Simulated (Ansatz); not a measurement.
**Worked example: BH2(OH) + MgH(SH) → BH2(SH) + MgH(OH)**

Species: BH2(OH), singlet; MgH(SH), singlet; BH2(SH), singlet; MgH(OH), singlet. The partners trade OH for SH: B–OH and Mg–SH bonds give way to B–SH and Mg–OH.

Shapes, held fixed at every level: PBE0-D4/def2-TZVP. Programs: Ansatz 0.2.0. The zero-point and thermal change to 298 K, harmonic and unscaled (PBE0-D4/def2-TZVP), is -2.7 kJ/mol.

At CCSD(T)/def2-TZVPP; 1 Eh = 2625.50 kJ/mol:

| species | energy (Eh) |
| --- | --- |
| BH2(OH) | -101.752038 |
| MgH(SH) | -598.773789 |
| BH2(SH) | -424.329173 |
| MgH(OH) | -276.174879 |

Question: Work out ΔH(298 K) of the reaction at this level.

Answer: 
1. Products less reactants: (-424.329173) + (-276.174879) − [(-101.752038) + (-598.773789)] = 0.021775 Eh = +57.2 kJ/mol.
2. With the thermal change: +57.2 + (-2.7) = +54.5 kJ/mol.

Other levels give +51.8 (PBE-D4/def2-TZVPP) to +58.6 kJ/mol (CCSD(T)/def2-SVP). No measured value is set beside it here. Correlated rows may include outer-core shells of Mg, which these sets cover unevenly.
